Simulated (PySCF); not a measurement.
Cartesian coordinates (Å):
```xyz
1

Cl     0.0000     0.0000     0.0000
```
Charge 0, spin multiplicity 2.

Problem. Give the highest occupied spin orbital, total energy and dipole moment at the level M06-2X/def2-TZVP in PySCF.

Solution. 
```
Property                              Value
-----------------------------  ------------
highest occupied spin orbital     -10.90 eV
total energy                   -460.1326 Ha
dipole moment                        0.00 D
```
